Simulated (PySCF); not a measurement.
## How good is the calculation?

Structure with atom numbers: `[cH:1]1[cH:2][cH:3][o:4][cH:5]1`; H(Xn) means a hydrogen on atom n.

The experiment to reproduce: δ 13C C3/C5 143.0; C1/C2 109.9; δ 1H H(C3)/H(C5) 7.46; H(C1)/H(C2) 6.41 ppm (measured; solution, CD2Cl2, 298 K; Fulmer et al., Organometallics 2010, 29, 2176).
δ 13C C3/C5 142.7; C1/C2 109.6; δ 1H H(C3)/H(C5) 7.45; H(C1)/H(C2) 6.40 ppm (measured; solution, CDCl3, 298 K; Fulmer et al., Organometallics 2010, 29, 2176).

PySCF calculation with coordinates at the GFN2-xTB level and shielding tensors at PBE0/pcSseg-1 (GIAO); no solvent model, one averaged value for each set of equivalent atoms, one computed conformer, non-relativistic.

(1) How close does the calculation come?

(2) How far are the unscaled 13C shifts from the references?

(3) How far are the unscaled 1H shifts from the references?

Answers

(1) 
Reference values: measured (solution, CD2Cl2, 298 K; Fulmer et al., Organometallics 2010, 29, 2176).
```
      atoms  quantity  reference  computed  computed, scaled
      C3/C5     δ 13C      143.0     147.1             141.2
      C1/C2     δ 13C      109.9     116.7             111.6
H(C3)/H(C5)      δ 1H       7.46      7.57              7.23
H(C1)/H(C2)      δ 1H       6.41      6.70              6.41
```

Reference values: measured (solution, CDCl3, 298 K; Fulmer et al., Organometallics 2010, 29, 2176).
```
      atoms  quantity  reference  computed  computed, scaled
      C3/C5     δ 13C      142.7     147.1             141.2
      C1/C2     δ 13C      109.6     116.7             111.6
H(C3)/H(C5)      δ 1H       7.45      7.57              7.23
H(C1)/H(C2)      δ 1H       6.40      6.70              6.41
```

Computed shifts are σ(ref) − σ with the named reference compound (TMS for H and C) calculated as an isolated molecule at the same level. The measured values may be among those fitted. Scaled to experiment by linear calibration (H and C: mostly CDCl3 data, vs TMS): 1H (scatter 0.17 ppm rms, 0.18 ppm with the 4 outliers that the fit left out); 13C (scatter 2.1 ppm rms, 2.3 ppm with the 13 outliers that the fit left out). A few per cent of atoms miss by over 2 rms, more outside the fitted compound classes.

(2) Mean signed difference +5.60 ppm, mean absolute 5.60 ppm over 4 comparisons; the largest is +7.1 ppm at C1/C2 (aromatic CH).

(3) Mean signed difference +0.21 ppm, mean absolute 0.21 ppm over 4 comparisons; the largest is +0.30 ppm at H(C1)/H(C2) (hydrogen on an aromatic CH).

8 of the 65 published NMR values on file for this molecule are compared. The rest: values from further sources, protons in aromatic solvents, values whose atom or origin is in doubt.
